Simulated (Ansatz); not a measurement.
Isomers

Structures of C2H5Si, doublet, relaxed at PBE0-D4/def2-TZVP (vibrations not checked; lower isomers may exist, and structures with a doubtful reference or unclear bonds are left out). Program: Ansatz 0.2.0. Basis: def2-TZVPP. Cores are frozen in the correlated methods; orbitals are unrestricted. B3LYP uses VWN-RPA correlation.

Rank them by CCSD(T) energy, lowest first, and give each one's height above the lowest. Links in brackets join atoms within 1.22 times the sum of their covalent radii (1.1 for two metals). (To be estimated.)
A.
C₂H₅Si ([CH2][CH][SiH2])
```
8
angstrom
C -0.7485 1.0667 -1.0240
C -0.0176 -0.0194 -0.7458
Si 0.4697 -0.5265 0.9509
H -1.0569 1.3089 -2.0366
H -1.0616 1.7600 -0.2486
H 0.3626 0.5937 1.9238
H 1.7980 -1.1922 1.0047
H 0.2541 -0.6780 -1.5695
```
B.
C₂H₅Si ([CH][CH][SiH3])
```
8
angstrom
C -0.6444 0.8853 -1.0139
C 0.2205 0.8405 -0.0411
Si 0.5723 -0.7312 0.9068
H 0.7681 1.7487 0.2413
H -1.0511 1.5987 -1.7182
H 0.2851 -0.5256 2.3519
H 2.0101 -1.0902 0.7758
H -0.2692 -1.8326 0.3800
```
C.
C₂H₅Si ([CH2]1[CH2][SiH]1)
```
8
angstrom
C -0.6786 0.3226 -0.4144
C 0.7441 0.3796 0.1962
Si -0.3830 -0.8681 0.9736
H -0.7656 -0.0600 -1.4270
H -1.2923 1.2023 -0.2489
H 0.9862 1.2937 0.7289
H 1.5626 0.0334 -0.4278
H -0.1734 -2.3035 0.6193
```

The calculation gives: A (0.0 kJ/mol), C (40.1 kJ/mol), B (87.5 kJ/mol). Heights count from the lowest.

Do PBE-D4, r2SCAN-D4, PBE0-D4, B3LYP-D4, wB97M-V, HF, MP2 give the same order? (A judgement: the text doesn't fix the answer.)

Computed: Lowest first: HF A < B < C. The others agree with CCSD(T).

No T1 diagnostic of these runs exceeds 0.034. ⟨S²⟩ of the unrestricted Hartree–Fock references: 0.76 to 0.92 (a pure state has 0.75). The unrestricted reference is spin-contaminated, which hurts MP2 most.

For scale, one of the runs: CCSD(T)/def2-TZVPP, 174 basis functions, launched by `ansatz run in.yaml --threads 2 --pin off --events-out ev --progress --plain --max-ram 4352MiB`. Hardware: 2 CPU threads of an Arm Neoverse V2, shared host. Wall time 89 s; peak host memory 3.6 GiB.
